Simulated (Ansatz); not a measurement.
Ansatz (a quantum-chemistry and plane-wave program) input (PBE/def2-TZVP):

Ansatz 0.2 input:
```yaml
crystal:
  periodic: [false, false, false]
  atoms:
    - {symbol: O, position_ang: [-0.00000000, -0.00000000, -0.99326010]}
    - {symbol: S, position_ang: [0.00000000, 0.00000000, 0.49663005]}
basis:
  gaussian:
    orbitals: def2-TZVP
hamiltonian:
  xc: {name: PBE}
magnetization: {spin_polarized: true, initial_magnetization: 2}
relax: {f_tol: 0.003, max_steps: 100}
```

End of the output:

```
mean field: 0.14 GiB planned
mean field -12875.66533168 eV, -473.1719734998 hartree, gradient 1.4e-5 eV, S^2 2.004630; 0 other end points of the search recorded, 0 dependent functions left out
the calculation of the forces begins
reference -12875.66535364 eV, -473.1719743068 hartree; 13, 11 occupied and 55, 57 virtual orbitals, 412 factors
relax step   4: F+E_penalty+E_count = -12875.66533168 eV  Δ(F+E_penalty+E_count) = -2.525e-6 eV  max|allowed force component| = 2.139e-4 eV/Å  Δτ_max = 0.0002 Å  (20 SCF iters, accepted)
integrals: 0.01 GiB planned
412 factors; their error is unknown
mean field: 0.14 GiB planned
mean field -12875.66533168 eV, -473.1719734998 hartree, gradient 1.4e-5 eV, S^2 2.004630; 1 other end points of the search recorded, 0 dependent functions left out
the calculation of the forces begins
reference -12875.66535364 eV, -473.1719743068 hartree; 13, 11 occupied and 55, 57 virtual orbitals, 412 factors
Total energy: -12875.66535364 eV, -473.1719743068 hartree
Atom 0 at    -0.000000     0.000000    -1.001054 Å, force    -0.000000    -0.000000    -0.000214 eV/Å
Atom 1 at     0.000000    -0.000000     0.504424 Å, force     0.000000     0.000000     0.000214 eV/Å
Dipole moment:     0.000000    -0.000000     0.308505 e Å
```
